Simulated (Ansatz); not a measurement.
bcc Cs was calculated with r²SCANh (Ansatz, a quantum-chemistry and plane-wave program, PAW).

Numerical settings: plane-wave cutoff 520 eV, 8×8×8 k mesh, Fermi–Dirac smearing 0.05 eV, scalar-relativistic PAW data made under PBE.

Results at a series of volumes:

```json
[
 {"V (Å³/atom)": "118.903", "E − E_lowest (meV/atom)": "1.82"},
 {"V (Å³/atom)": "122.589", "E − E_lowest (meV/atom)": "0.26"},
 {"V (Å³/atom)": "125.161", "E − E_lowest (meV/atom)": "0.00"},
 {"V (Å³/atom)": "128.290", "E − E_lowest (meV/atom)": "0.50"},
 {"V (Å³/atom)": "131.419", "E − E_lowest (meV/atom)": "1.80"}
]
```

Problem. Estimate the bulk modulus and its pressure derivative from these points.

Solution. V0 = 124.942 Å³/atom, B0 = 1.86 GPa, B′ = 3.6 (fit to the energies at full precision).

Measured, for comparison: bulk modulus 2.11 GPa (corrected for temperature and zero-point phonon effects, our sources range from 2.11 to 2.35; as tabulated in Levämäki et al. (2014), arXiv:1402.3671); equilibrium volume per atom 110.12 Å³/atom (low-temperature or extrapolated to 0 K; zero-point anharmonic expansion removed; as tabulated in Csonka et al. (2009), arXiv:0903.4037). Computed (rounded) less measured: bulk modulus -12 % (-12 % to -21 % over the range), equilibrium volume per atom +13.5 %.

Spin–orbit coupling is not included.
